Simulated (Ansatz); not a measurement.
A made-up structure of CH$_{2}$NS (charge -1), singlet:

N1  (-0.345, 0.419, -0.312)
C2  (-0.208, -1.014, 0.118)
S3  (1.347, -1.361, 1.150)
H4  (-1.230, 0.741, -0.929)
H5  (0.436, 1.214, -0.028)
(Å)

It is relaxed with PBE-D4/def2-SVPD and then PBE0-D4/def2-TZVPD (Ansatz 0.2.0). Atoms count as bonded within 1.22 times the sum of their covalent radii (H–H: 0.88 Å). The end point is not checked to be a true minimum.

Task: Does its bonding change? (A judgement: the text doesn't fix the answer.)

Result: By the calculation: No: no bond forms or breaks.

Where it ends: The first stage lowers the energy by 1.06 eV in 6 steps. It ends as CH₂NS ([NH2][C][S]), total charge -1:
```xyz
5
angstrom
N -0.3079 0.3745 -0.2783
C -0.1855 -0.9055 0.1057
S 1.2025 -1.2151 1.0271
H -1.0983 0.6617 -0.8297
H 0.3891 1.0843 -0.0248
```

Labels in which every atom is bracketed show which atoms are joined, not bond orders.

For scale, one of the runs: PBE0-D4/def2-TZVPD relaxation, 138 basis functions, launched by `ansatz run in.yaml --threads 2 --pin off --events-out ev --progress --plain --max-ram 4352MiB`. Hardware: 2 CPU threads of an Arm Neoverse V2, shared host. Wall time about 11 s.
